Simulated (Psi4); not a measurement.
# OF2 (oxygen difluoride) at CCSD(T)/cc-pVTZ

Aim: the vertical ionisation energy of OF2 (oxygen difluoride) at CCSD(T)/cc-pVTZ, from 2 runs. 

The results are computed with Psi4 1.11.

## Step 1: Starting point

OF2: 3 atoms, total charge 0, spin state singlet. SMILES: `FOF`. The coordinates come from a PBE0-D4/def2-TZVP relaxation.

Bond lengths: F1–O2 1.381 Å, O2–F3 1.381 Å. Angles: F1–O2–F3 103.9°.

## Step 2: A single-point energy at CCSD(T)/cc-pVTZ

The input, input.in:

```
memory 2200 MB

molecule {
  0 1
  F      0.953290    -0.339960     0.488270
  O      0.000520     0.563910     0.062040
  F     -0.953810    -0.223960    -0.550310
  symmetry c1
}

set globals {
  basis cc-pVTZ
  puream true
  e_convergence 1e-09
  d_convergence 1e-08
  scf_type pk
  num_frozen_docc 3
}

result = energy("ccsd(t)")
print_variables()
```

Started as:

```
$ psi4 input.in input.out -n 1
```

input.out:

```text
[...]
  Running in c1 symmetry.
[...]
  Nuclear repulsion =   74.899326329014286
[...]
  Multiplicity = 1
[...]
  Nalpha       = 13
  Nbeta        = 13
[...]
    Number of basis functions: 90
[...]
   @RHF iter   1:  -273.48270589914711   -7.25459e-01   5.28456e-03 DIIS/ADIIS
[...]
   @RHF iter  12:  -273.56223044313083   -3.52429e-12   5.06349e-09 DIIS
[...]
    Orbital Energies [Eh]
    ---------------------
    Doubly Occupied:
       1A    -26.398041     2A    -26.398019     3A    -20.816046
       4A     -1.767281     5A     -1.640804     6A     -1.277513
       7A     -0.825764     8A     -0.808208     9A     -0.807610
      10A     -0.722363    11A     -0.678434    12A     -0.651341
      13A     -0.571271
[...]
  @RHF Final Energy:  -273.56223044313083
   => Energetics <=
    Nuclear Repulsion Energy =             74.8993263290142863
    One-Electron Energy =                -530.1977257740262530
    Two-Electron Energy =                 181.7361690018811373
    Total Energy =                       -273.5622304431308294
[...]
 Multipole Moments:
 ------------------------------------------------------------------------------------
     Multipole            Electronic (a.u.)      Nuclear  (a.u.)        Total (a.u.)
 ------------------------------------------------------------------------------------
 L = 1.  Multiply by 2.5417464519 to convert [e a0] to [Debye]
 Dipole X            :         -0.0176049            0.0256463            0.0080414
 Dipole Y            :         -0.3282271            0.4778271            0.1496000
 Dipole Z            :         -0.0000000           -0.0000000           -0.0000000
 Magnitude           :                                                    0.1498160
[...]
      * MP2 total energy                      = -274.316604766023772
[...]
      * CCSD total energy                     = -274.319717296090914
[...]
      * CCSD(T) total energy                  = -274.348266271062698
[...]
```

It took 56 s on 1 thread of Intel Xeon Platinum 8259CL at 2.50GHz (Skylake/Cascade Lake), shared host; peak memory 0.73 GiB.

## Step 3: The doublet cation at the same level

The input, f2o_ase.py:

```python
import numpy as np
from ase.calculators.psi4 import Psi4
from ase import Atoms

mol = Atoms(['F', 'O', 'F'], positions=[
    [0.953290, -0.339960, 0.488270],
    [0.000520, 0.563910, 0.062040],
    [-0.953810, -0.223960, -0.550310],
])
calc = Psi4(atoms=mol, method='ccsd(t)', basis='cc-pVTZ', memory='2200MB', num_threads=1, charge=1, multiplicity=2, label='f2o', reference='uhf')
calc.psi4.set_options({'puream': True, 'e_convergence': 1e-09, 'd_convergence': 1e-08, 'scf_type': 'pk', 'num_frozen_docc': 3, 'maxiter': 100})
mol.calc = calc

print(f'energy: {mol.get_potential_energy():.6f} eV')
```

Started as:

```
$ python f2o_ase.py
```

f2o.dat:

```text
[...]
  Running in c1 symmetry.
[...]
  Nuclear repulsion =   74.899326329014286
[...]
  Multiplicity = 2
[...]
  Nalpha       = 13
  Nbeta        = 12
[...]
    Number of basis functions: 90
[...]
   @UHF iter   1:  -272.81167282842046   -5.44260e-02   8.89288e-03 ADIIS/DIIS
[...]
   @UHF iter  21:  -273.10280401195615   -1.70530e-12   4.76467e-09 DIIS
[...]
   @S^2 Observed:                1.101652422E+00
[...]
    Orbital Energies [Eh]
    ---------------------
    Alpha Occupied:
       1A    -26.795509     2A    -26.795490     3A    -21.345005
       4A     -2.204584     5A     -1.998618     6A     -1.748969
       7A     -1.321873     8A     -1.248567     9A     -1.218402
      10A     -1.101736    11A     -1.058525    12A     -1.057441
      13A     -1.043798
    Alpha Virtual:
      14A     -0.222062    15A     -0.197735    16A      0.352580
      17A      0.353065    18A      0.361730    19A      0.545615
      20A      0.598516    21A      0.636752    22A      0.643752
      23A      0.647911    24A      0.697340    25A      0.779451
[...]
  @UHF Final Energy:  -273.10280401195615
   => Energetics <=
    Nuclear Repulsion Energy =             74.8993263290142863
    One-Electron Energy =                -519.6821371951964466
    Two-Electron Energy =                 171.6800068542260362
    Total Energy =                       -273.1028040119560956
  UHF NO Occupations:
  HONO-2 :   11  A 1.9159304
  HONO-1 :   12  A 1.9026452
[...]
 Multipole Moments:
 ------------------------------------------------------------------------------------
     Multipole            Electronic (a.u.)      Nuclear  (a.u.)        Total (a.u.)
 ------------------------------------------------------------------------------------
 L = 1.  Multiply by 2.5417464519 to convert [e a0] to [Debye]
 Dipole X            :         -0.0000594            0.0004386            0.0003792
 Dipole Y            :         -0.0692459            0.4756448            0.4063989
 Dipole Z            :         -0.0076158            0.0523290            0.0447132
 Magnitude           :                                                    0.4088514
[...]
      * MP2 total energy                      = -273.775002627913921
[...]
      * CCSD total energy                     = -273.836317415977362
[...]
      * CCSD(T) total energy                     = -273.870322652918560
```

On the terminal:

```text
energy: -7452.391070 eV
```

Run time: 3.1 min. Hardware: 1 thread of Intel Xeon Platinum 8259CL at 2.50GHz (Skylake/Cascade Lake), shared host; peak memory 0.81 GiB.

## Step 4: Outcome

Level: CCSD(T)/cc-pVTZ, 3 core orbitals frozen.

| quantity | value |
| --- | --- |
| singlet OF2: total energy | -274.34827 Eh |
| singlet OF2: HOMO energy (Hartree–Fock orbitals) | -15.55 eV |
| singlet OF2: LUMO energy (Hartree–Fock orbitals) | 4.17 eV |
| singlet OF2: HOMO–LUMO gap (Hartree–Fock orbitals) | 19.71 eV |
| singlet OF2: correlation energy (3 core orbitals frozen) | -786.0 mEh |
| singlet OF2: (T) correction | -28.55 mEh |
| singlet OF2: T1 diagnostic | 0.014 |
| doublet cation: total energy | -273.87032 Eh |
| doublet cation: HOMO energy (Hartree–Fock orbitals) (highest over α and β) | -28.40 eV |
| doublet cation: LUMO energy (Hartree–Fock orbitals) (lowest over α and β) | -9.30 eV |
| doublet cation: correlation energy (3 core orbitals frozen) | -767.5 mEh |
| doublet cation: (T) correction | -34.01 mEh |
| doublet cation: ⟨S²⟩ of the reference determinant | 1.102 |
| doublet cation: T1 diagnostic | 0.095 |
| vertical ionisation energy (to the doublet cation) | 13.006 eV |

What this shows: The vertical ionisation energy comes to 13.01 eV (1255 kJ/mol). The triples (singlet OF2) make up 3.6 % of the correlation energy. ⟨S²⟩ (doublet cation) is 1.10 where a pure doublet has 0.75: the reference is spin-contaminated. The T1 diagnostic (doublet cation) of 0.095 is above the customary mark for such species, so a single reference may not serve. The triples (doublet cation) make up 4.4 % of the correlation energy.
